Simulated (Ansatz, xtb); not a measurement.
**Relative energy of two isomers of C4H3OS−**

Structure a: `O=C([S-])C1C=C1`, a singlet. Structure b: `C#CCC(=O)[S-]`, a singlet. Both are isolated ions in the gas phase, relaxed with r2SCAN-D4/def2-SVPD; the shapes shown needn't be the lowest conformers.

a (Å):

```yaml
atoms:
  - { symbol: C, position_ang: [-2.3067, -1.2016, -1.8087] }
  - { symbol: C, position_ang: [-1.6893, -1.1653, -0.4120] }
  - { symbol: C, position_ang: [-2.4409, -0.4627, 0.6979] }
  - { symbol: C, position_ang: [-1.4150, 0.1789, 0.2272] }
  - { symbol: O, position_ang: [-3.0379, -0.2560, -2.1324] }
  - { symbol: S, position_ang: [-1.8918, -2.5876, -2.7679] }
  - { symbol: H, position_ang: [-1.0447, -2.0222, -0.1732] }
  - { symbol: H, position_ang: [-3.3323, -0.4818, 1.3197] }
  - { symbol: H, position_ang: [-0.8220, 1.0880, 0.1682] }
```

b (Å):

| atom | x (Å) | y (Å) | z (Å) |
| --- | --- | --- | --- |
| C | -2.4213 | -1.2979 | -0.7199 |
| C | -1.7115 | -0.4331 | -0.2383 |
| C | -0.8665 | 0.5950 | 0.3439 |
| C | -0.7719 | 0.6019 | 1.9153 |
| O | -1.4079 | -0.2363 | 2.5460 |
| S | 0.2608 | 1.8496 | 2.5297 |
| H | -3.0523 | -2.0693 | -1.1129 |
| H | 0.1617 | 0.5096 | -0.0420 |
| H | -1.2135 | 1.5947 | 0.0371 |

Quicker runs give these differences E(b) − E(a): GFN2-xTB −19.0 kcal/mol; HF/STO-3G −31.7 kcal/mol (at GFN2-xTB geometries); r2SCAN-D4/def2-SVPD//GFN2-xTB −15.9 kcal/mol.

Estimate E(b) − E(a) at the level CCSD(T)/def2-SVPD + ΔMP2/def2-TZVPPD.

Calculated at CCSD(T)/def2-SVPD + ΔMP2/def2-TZVPPD: E(b) − E(a) = −21.3 kcal/mol, so structure b lies lower.

Level by level:

| level | geometry | E(b) − E(a) (kcal/mol) | departure from the last row (kcal/mol) | job, with rough time for the two |
| --- | --- | --- | --- | --- |
| GFN2-xTB | GFN2-xTB | −19.0 | +2.3 | optimisation, 0.14 s |
| HF/STO-3G | GFN2-xTB | −31.7 | −10.4 | single point, 0.2 s |
| r2SCAN-D4/def2-SVPD//GFN2-xTB | GFN2-xTB | −15.9 | +5.4 | single point, 2.9 s |
| r2SCAN-D4/def2-SVPD | r2SCAN-D4/def2-SVPD | −16.2 | +5.1 | optimisation, 28 s |
| HF/def2-SVPD | r2SCAN-D4/def2-SVPD | −22.7 | −1.4 | part of the CCSD(T) run |
| MP2/def2-SVPD | r2SCAN-D4/def2-SVPD | −20.1 | +1.1 | part of the CCSD(T) run |
| CCSD(T)/def2-SVPD | r2SCAN-D4/def2-SVPD | −19.9 | +1.4 | single point |
| CCSD(T)/def2-SVPD + ΔMP2/def2-TZVPPD | r2SCAN-D4/def2-SVPD | −21.3 |  | single point, 49 s |

As drawn, b has 1 C≡C in place of 1 C–C, 1 C=C. Structure a has a 3-membered ring, b no ring.

None of the levels shown reverses the order. The largest departure from CCSD(T)/def2-SVPD + ΔMP2/def2-TZVPPD is that of HF/STO-3G, 10.4 kcal/mol. A small imaginary or near-zero mode remains, so no thermal terms are given. The last row adds to CCSD(T) the change of the MP2 difference between the two basis sets, here −1.4 kcal/mol.

The correlated steps freeze 10 core orbitals. Run with Ansatz 0.2.0, xtb 6.7.1; the last row on 4 threads of Arm Neoverse V2 on a shared host.
